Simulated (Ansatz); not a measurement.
# AlH+ (doublet): wave-function methods side by side at distance Al1–H2 = 2.623 Å, cc-pVQZ

One table from this session's results is given with a row withheld; the runs are named, their logs left out.

Method: cc-pVQZ, core rule «outside noble gas», up to 5 orbitals frozen; program: Ansatz 0.2.0, Gaussian basis.

Plan: UHF; CCSD(T) on ROHF; CCSD(T) on UHF; BCCD(T) on ROHF; CCSDT on ROHF; CCSDT on UHF; CASSCF and MRCISD+Q, 3 electrons in 5 orbitals; CASSCF and NEVPT2, 3 electrons in 5 orbitals; Full CI.

27 further runs of the same task are left out: 4 for a known fault of the program, 17 that didn't finish, 6 set aside as unsound or not needed.

## The system

The geometry derives from a PBE0/def2-TZVP stationary point (not a proven minimum). One bond is set to the value named and the two fragments are kept rigid.

2 atoms, charge 1, spin multiplicity 2.

Atoms are counted from 1 here; the program's logs count them from 0.

No contacts short enough for the rule that draws bonds.

The first run:

The input, in.yaml:

```yaml
crystal:
  periodic: [false, false, false]
  atoms:
    - {symbol: Al, position_ang: [0.000000, 0.000000, 0.000000]}
    - {symbol: H, position_ang: [0.000000, 0.000000, 2.623000]}
basis:
  gaussian: {orbitals: cc-pVQZ}
total_charge: 1
magnetization: {spin_polarized: true, initial_magnetization: 1}
hamiltonian: {xc: hf}
output: {orbitals: {seedname: orbitals}}
```

Command:

```console
> ansatz run in.yaml --threads 1 --pin off --events-out ev --progress --plain --max-ram 2393MiB
```

Steps of the session up to this table: UHF; CCSD(T) on ROHF; CCSD(T) on UHF; BCCD(T) on ROHF; CCSDT on ROHF; CCSDT on UHF; CASSCF and MRCISD+Q, 3 electrons in 5 orbitals; CASSCF and NEVPT2, 3 electrons in 5 orbitals; Full CI.

One table of the session follows, with a row left open; its other results are not shown here.

It belongs to the step «Misses and costs». 

| method | from FCI (meV) |
| --- | --- |
| ROHF | +1201.6 |
| UHF | +1168.1 |
| RMP2 | +341.6 |
| UMP2 | +345.5 |
| RCCSD | +10.4 |
| UCCSD | +9.5 |
| RCCSD(T) | +2.8 |
| UCCSD(T) | ? |
| BCCD(T) | +2.7 |
| RCCSDT | 0.0 |
| UCCSDT | 0.0 |
| CASSCF valence | +180.6 |
| NEVPT2 valence | +57.7 |
| MRCISD valence | +11.5 |
| MRCISD+Q valence | +10.6 |
| FCI | 0 |

Estimate the missing values for UCCSD(T).

As computed: from FCI (meV): +2.6. In the column «from FCI (meV)» it lies between FCI (0) and BCCD(T) (+2.7).

Limits of these values: Levels on UHF freeze UHF's core orbitals, full CI those of ROHF, so the U rows can settle a little off it for that reason alone. Restricted and unrestricted rows rest on different reference determinants; where their highest levels disagree by more than a few hundredths of an eV, they describe different states and don't form one ladder.
